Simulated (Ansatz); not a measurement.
We consider bcc Ta, described by r²SCAN+rVV10 (plane waves, PAW; Ansatz, a program for electronic structure).

Run with plane-wave cutoff 600 eV, 28×28×28 k mesh, Fermi–Dirac smearing 0.061 eV (set by the program), scalar-relativistic PAW data made under PBE.

Computed at the level's own relaxed cell.

```yaml
crystal:
  lattice:
    - [-1.64737, 1.64737, 1.64737]
    - [1.64737, -1.64737, 1.64737]
    - [1.64737, 1.64737, -1.64737]
  atoms:
    - { symbol: Ta, position: [0.00000, 0.00000, 0.00000] }
```

### Question
Give the elastic tensor (Voigt notation, GPa, ions relaxed, in the Cartesian axes of the cell as printed).

### Answer

```
  278.3   169.1   169.1     0.0     0.0     0.0
  169.1   278.3   169.1     0.0     0.0     0.0
  169.1   169.1   278.3     0.0     0.0     0.0
    0.0     0.0     0.0    76.4     0.0     0.0
    0.0     0.0     0.0     0.0    76.4     0.0
    0.0     0.0     0.0     0.0     0.0    76.4
```

Measured, for comparison: elastic constant C11 266 GPa, elastic constant C12 158 GPa, elastic constant C44 87.4 GPa (0 K, extrapolated to 0 K; zero-point effects included; as tabulated in Wang et al. (2022), arXiv:2209.12322). Computed (rounded) less measured: elastic constant C11 +5 %, elastic constant C12 +7 %, elastic constant C44 -13 %.

Note: shear constants of such metals converge slowly with the k mesh.

Spin–orbit coupling is not included.

The computed numbers hold no vibrational or temperature effects.
